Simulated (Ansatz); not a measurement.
# BNH₄ (triplet): wave-function methods side by side at distance B1–H4 along a hydrogen transfer = 1.390 Å, cc-pVDZ

The task here is to estimate one member of a computed series from the others.

Method: cc-pVDZ, core rule «outside noble gas», up to 2 orbitals frozen; program: Ansatz 0.2.0, Gaussian basis.

Plan: UHF; CCSD(T) on ROHF; CCSD(T) on UHF; BCCD(T) on ROHF; CISD; CCSDT(Q) on ROHF; CCSDT(Q) on UHF; CASSCF and MRCISD+Q, 4 electrons in 4 orbitals; CASSCF and NEVPT2, 4 electrons in 4 orbitals.

8 further runs of the same task are left out: 1 for a mislabelled method, 7 that didn't finish.

### The system

The geometry derives from fragments relaxed apart (PBE0/def2-TZVP) and kept rigid, so it is no stationary point. A hydrogen atom is moved between rigid fragments.

6 atoms, charge 0, spin multiplicity 3.

Atoms are counted from 1 here; the program's logs count them from 0.

Bond lengths: B1–H2 1.193 Å, B1–H3 1.193 Å, B1–H4 1.390 Å, H4–N5 1.118 Å, N5–H6 1.040 Å. Angles: H2–B1–H3 120.0°, H2–B1–H4 120.0°, H3–B1–H4 120.0°, B1–H4–N5 180.0°, H4–N5–H6 105.0°.

Set-up of the first run:

in.yaml

```yaml
crystal:
  periodic: [false, false, false]
  atoms:
    - {symbol: B, position_ang: [-1.321551, 0.035086, 0.000000]}
    - {symbol: H, position_ang: [-1.918284, 1.068657, 0.000000]}
    - {symbol: H, position_ang: [-1.918284, -0.998486, 0.000000]}
    - {symbol: H, position_ang: [0.068449, 0.035086, 0.000000]}
    - {symbol: N, position_ang: [1.186449, 0.035086, 0.000000]}
    - {symbol: H, position_ang: [1.455531, -0.969141, 0.000000]}
basis:
  gaussian: {orbitals: cc-pVDZ}
magnetization: {spin_polarized: true, initial_magnetization: 2}
hamiltonian: {xc: hf}
output: {orbitals: {seedname: orbitals}}
```

Started as:

```sh
$ ansatz run in.yaml --threads 1 --pin off --events-out ev --progress --plain --max-ram 2393MiB
```

Steps of the session up to this table: UHF; CCSD(T) on ROHF; CCSD(T) on UHF; BCCD(T) on ROHF; CISD; CCSDT(Q) on ROHF; CCSDT(Q) on UHF; CASSCF and MRCISD+Q, 4 electrons in 4 orbitals; CASSCF and NEVPT2, 4 electrons in 4 orbitals.

One of the session's tables, all rows but one given; the rest of the session is left out.

```
   method  from UCCSDT(Q) (meV)
     ROHF               +7677.3
      UHF               +7325.9
     RMP2                     ?
     UMP2               +1291.5
     CISD                +733.3
    RCCSD                +190.2
    UCCSD                +182.2
 RCCSD(T)                 +34.9
 UCCSD(T)                 +35.3
  BCCD(T)                 +35.8
   RCCSDT                 +10.9
   UCCSDT                  +9.5
RCCSDT(Q)                  +1.1
UCCSDT(Q)                     0
```

Estimate the missing values for RMP2.

As computed: from UCCSDT(Q) (meV): +1214.5. In the column «from UCCSDT(Q) (meV)» it lies between CISD (+733.3) and UMP2 (+1291.5).

Left out of the table: CASSCF pair, NEVPT2 pair, MRCISD pair, MRCISD+Q pair (the active space lost an orbital or holds another state than full CI finds).

To keep in mind: Restricted and unrestricted rows rest on different reference determinants; where their highest levels disagree by more than a few hundredths of an eV, they describe different states and don't form one ladder. Warnings in the runs' records: passed over end.
